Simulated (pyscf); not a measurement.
**Routes from HO–SiH₂–O–SiH₂–F + hydrogen (H₂)**

Candidate steps break at most two bonds and form at most two. Each was searched with GFN2-xTB (tblite) first. Single points on ωB97X-D3(BJ)/def2-SVP structures (PySCF, gas phase). Energies: ωB97M-D3(BJ)/def2-TZVP, kJ/mol, from the separated reactants, singlet surface; ΔG‡ with ideal gas, 1 atm, RRHO with modes under 100 cm⁻¹ raised to 100, one conformer, R ln 2 for chiral ones without a mode under 150 cm⁻¹.

| products | type | ΔE‡ | ΔE | ΔG‡ 298 K | ΔG‡ 900 K | ν‡ (cm⁻¹) |
|---|---|---|---|---|---|---|
| F–SiH₂–O–SiH₃ + H₂O | four-centre exchange | 231.9 | +93.9 | 272.4 | 351.8 | 1213i |
| HO–SiH₂–F + HO–SiH₃ | four-centre exchange | 241.3 | +107.8 | 279.6 | 355.2 | 1161i |

Row 1: On the product side the descent ends in a complex (not fully relaxed), 26.0 kJ/mol under the separated species and 165.4 kJ/mol under the saddle at ωB97X-D3(BJ)/def2-TZVP. 

Plain bond fissions and candidates not yet searched are not listed, and one of them may be faster. Each barrier is that of the saddle found; lower ones may exist.
